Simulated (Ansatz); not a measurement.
**Question.** Name a neutral molecule of P and H with LUMO energy (ωB97M-V/def2-TZVPP) between 1.50 and 1.80 eV and size of the dipole moment (B3LYP/def2-TZVPP) between 0.00 and 0.30 D (Ansatz, PBE0-D4/def2-TZVP geometry).

**Answer.** `PP` (1.66 eV, 0.00 D). Other molecules can fit too; these were computed, each in one conformer that needn't be the lowest.

B3LYP here is the variant with VWN-RPA as its local correlation; programs differ in this.
